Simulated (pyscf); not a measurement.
Elementary routes open to H₂N–SiH₂–F + SiH₄ in the gas phase (singlet surface):
A. H₂N–SiH₃ + F–SiH₃ (F–Si, H–Si broken; H–Si, F–Si formed)
B. H₂N–SiH(F)–SiH₃ + H₂ (H–Si, H–Si broken; Si–Si, H–H formed)
C. F–SiH₂–NH–SiH₃ + H₂ (H–N, H–Si broken; N–Si, H–H formed)
D. H₂N–SiH₃ + F–SiH₃ (N–Si, H–Si broken; N–Si, H–Si formed)

PySCF, gas phase, ωB97X-D3(BJ)/def2-SVP geometries.

Problem. Rank the routes by free-energy barrier at 900 K, lowest first, for ωB97M-D3(BJ)/def2-TZVP energies (ideal gas, 1 atm, RRHO with modes under 100 cm⁻¹ raised to 100, one conformer, R ln 2 for chiral ones without a mode under 150 cm⁻¹).

Solution. D (61.6 kcal/mol), A (70.4 kcal/mol), C (76.2 kcal/mol), B (104.5 kcal/mol)

Route D is the fastest of these, ahead of the next by 8.8 kcal/mol. The most stable products are those of C (ΔG = -5.7 kcal/mol), whose barrier is 14.5 kcal/mol higher: the kinetic and the thermodynamic product differ. At 298 K D is still the fastest. D: On the product side the descent ends in a complex (not fully relaxed), 4.0 kcal/mol under the separated species and 19.8 kcal/mol under the saddle at ωB97X-D3(BJ)/def2-TZVP. Only these routes are compared; each barrier is that of the saddle found, and lower ones may exist.
